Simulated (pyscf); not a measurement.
PySCF, gas phase, ωB97X-D3(BJ)/def2-SVP geometries.

Problem. HO–Ga(OH)–F (SMILES [OH][Ga]([OH])[F]) + H• (SMILES [H]) → •O–Ga(OH)–F (SMILES [O][Ga]([OH])[F]) + H₂ (SMILES [H][H])
Surface: doublet. Broken: H–O. Formed: H–H. Give ΔE‡ and ΔE from ωB97M-D3(BJ)/def2-TZVP, relative to the separated reactants.

Solution. ΔE‡ = 18.5 kcal/mol, ΔE = +15.9 kcal/mol. Zero-point energy shifts the barrier by -1.1 kcal/mol. It is a hydrogen abstraction, with an imaginary mode of 821i cm⁻¹. One saddle was located; it need not be the lowest between these sides. The angle at the transferred H is 154°. Elements up to Kr have no core potential and no relativistic terms here.
